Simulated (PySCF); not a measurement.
Compound: AlH4 (charge -1).
Cartesian coordinates in Å at the PBE0-D3(BJ)/def2-SVP level; atoms count from 1:
```
atom  x, y, z in Å
Al1   -0.006   -0.002   -0.001
H2     0.615    1.191   -0.958
H3    -1.097    0.649    1.053
H4     1.216   -0.720    0.846
H5    -0.758   -1.128   -0.944
```

Theory: PySCF 2.14.0, PBE0-D3(BJ)/def2-SVP geometry optimisation, gas phase.

(1) Which atoms are bound to Al1, and at what distances?

(2) What is the shape at Al1?

(3) What are the rotational constants (commonest isotopes, rigid rotor)?

Answers

(1) 4 atoms: H4 1.651 Å, H2 1.651 Å, H5 1.651 Å, H3 1.651 Å.

(2) Tetrahedral: all angles 109.5°; τ4 = (360° − α − β)/141° = 1.00 with α and β the two widest (0 for a square, 1 for a tetrahedron).

(3) A = 69025, B = 69003, C = 69000 MHz: a spherical top.

Point group: Td (every atom within 0.08 Å of its image). Charge -1, singlet. PBE0-D3(BJ)/def2-SVP frequencies: not computed here.
